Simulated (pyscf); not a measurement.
**Insertion: :HSi–PH₂ [singlet] + H₂O → HO–SiH₂–PH₂**

Gas phase, singlet surface, charge 0. Bonds broken: O6–H7. Bonds formed: Si2–O6, Si2–H7. Structures and frequencies: ωB97X-D3(BJ)/def2-SVP in PySCF. Correlated levels are frozen-core, on RHF or UHF. ΔMP2 is the change of the MP2 total energy from the triple- to the quadruple-zeta basis.

Transition state (Å):

```xyz
8

P      0.2008     1.6161    -0.1410
Si    -0.6640    -0.4613    -0.0883
H     -0.9668     2.3015     0.2970
H     -0.0777     1.7902    -1.5281
H      0.1071    -1.1453    -1.1836
O      0.0833    -1.2388     1.4849
H     -1.1644    -1.3441     1.1750
H      0.5602    -2.0687     1.3221
```

One imaginary mode, 1591i cm⁻¹; descent along it reached the two sides named, in the forms told below.

```json
[
 {"bond": "O6–H7", "change": "breaks", "reactant side (Å)": "0.968", "saddle": "1.290", "product side": "2.6"},
 {"bond": "Si2–O6", "change": "forms", "reactant side (Å)": "2.110", "saddle": "1.907", "product side": "1.669"},
 {"bond": "Si2–H7", "change": "forms", "reactant side (Å)": "2.6", "saddle": "1.620", "product side": "1.495"}
]
```

Electronic energies relative to the separated reactants (kcal/mol):

```csv
level,barrier,reaction energy,reverse barrier
ωB97X-D3(BJ)/def2-TZVP,9.7,-71.9,81.6
PBE/def2-TZVP,3.1,-64.2,67.3
r²SCAN/def2-TZVP,3.2,-71.0,74.2
B3LYP-D3(BJ)/def2-TZVP,9.3,-67.3,76.6
PBE0-D3(BJ)/def2-TZVP,6.6,-68.7,75.3
M06-2X/def2-TZVP,10.9,-68.8,79.7
ωB97M-D3(BJ)/def2-TZVP,11.0,-67.7,78.7
HF/def2-TZVP,28.8,-70.1,98.9
MP2/def2-QZVPP,9.1,-70.9,80.0
CCSD/def2-TZVPP,16.6,-66.6,83.2
CCSD(T)/def2-TZVPP,13.2,-66.3,79.5
CCSD(T)/def2-TZVPP + ΔMP2(QZVPP),12.7,-66.8,79.5
```

With CCSD(T)/def2-TZVPP + ΔMP2(QZVPP) energies and thermal terms (ideal gas, 1 atm, RRHO with modes under 100 cm⁻¹ raised to 100, one conformer, R ln 2 for rigid chiral ones), in kcal/mol:

```
T (K)   ΔH‡   ΔG‡     ΔH     ΔG
-----  ----  ----  -----  -----
298    11.0  21.9  -66.1  -55.2
600    11.2  32.9  -65.8  -44.2
900    11.8  43.7  -64.8  -33.6
1200   12.6  54.2  -63.6  -23.3
```

On the reactant side the descent ends in an adduct with a O–Si contact, 16.1 kcal/mol under the separated species and 25.8 kcal/mol under the saddle at ωB97X-D3(BJ)/def2-TZVP. What is counted as formed (O–Si) is already present as a longer contact in the reactant adduct; forming that adduct is a step of its own. :HSi–PH₂ [singlet] lies 11.4 kcal/mol over its isomer H₂Si=PH, and others may lie lower still (electronic energy, ωB97M-D3(BJ)). One saddle was located; it need not be the lowest between these sides. The CCSD(T) − MP2 part came from Ansatz, without density fitting, on the same reference.
